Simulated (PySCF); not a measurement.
**CFCl3: calculation against experiment**

**Experimental background.**

From NIST CCCBDB Release 22 (SRD 101), experimental dipoles, for the gas: dipole moment (microwave Stark effect, vibrational ground state) 0.46 ± 0.02 D.

How close the calculation comes is told at the end.

Species: CFCl3.
Numbering: `[F:1][C:2]([Cl:3])([Cl:4])[Cl:5]`

Cartesian coordinates in Å at the GFN2-xTB level; atoms count from 1:
```
atom  x, y, z in Å
F1     0.0603   -0.1410    1.3961
C2     0.0046   -0.0063    0.0667
Cl3   -0.4579    1.6606   -0.3126
Cl4    1.6028   -0.3706   -0.6039
Cl5   -1.2011   -1.1397   -0.5634
```

The PySCF runs (gas phase, on this GFN2-xTB geometry; no spin–orbit coupling):

| level | job | basis functions |
| --- | --- | --- |
| B3LYP/IGLO-III | shieldings | 202 |
| B97-D/IGLO-III | shieldings | 202 |
| BLYP/IGLO-III | shieldings | 202 |
| BP86/IGLO-III | shieldings | 202 |
| HF/IGLO-III | shieldings | 202 |
| KT2/IGLO-III | shieldings | 202 |
| KT3/IGLO-III | shieldings | 202 |
| LDA/IGLO-III | shieldings | 202 |
| OPBE/IGLO-III | shieldings | 202 |
| PBE/IGLO-III | shieldings | 202 |
| PW91/aug-cc-pVDZ | shieldings | 127 |
| X3LYP/aug-cc-pVDZ | shieldings | 127 |

## Comparison

**Dipole moment.** Measured: 0.46 D (NIST CCCBDB Release 22 (SRD 101), experimental dipoles).

| level | computed (D) | computed − measured (D) | % (from the printed values) |
| --- | --- | --- | --- |
| B3LYP/IGLO-III | 0.52 | +0.06 | +13 |
| B97-D/IGLO-III | 0.40 | -0.06 | -13 |
| BLYP/IGLO-III | 0.48 | +0.02 | +4 |
| BP86/IGLO-III | 0.39 | -0.07 | -15 |
| HF/IGLO-III | 0.59 | +0.13 | +28 |
| KT2/IGLO-III | 0.43 | -0.03 | -7 |
| KT3/IGLO-III | 0.43 | -0.03 | -7 |
| LDA/IGLO-III | 0.46 | 0.00 | 0 |
| OPBE/IGLO-III | 0.33 | -0.13 | -28 |
| PBE/IGLO-III | 0.42 | -0.04 | -9 |
| PW91/aug-cc-pVDZ | 0.30 | -0.16 | -35 |
| X3LYP/aug-cc-pVDZ | 0.39 | -0.07 | -15 |

Closest is LDA/IGLO-III (0.00 D), furthest PW91/aug-cc-pVDZ (-0.16 D); one molecule doesn't rank methods. The computed dipoles belong to one fixed geometry; measured ones are averaged over vibrations unless marked μe. Magnitudes are compared, not signs.

The geometry is computed, not the measured one. Where a level misses, the cause wasn't examined.
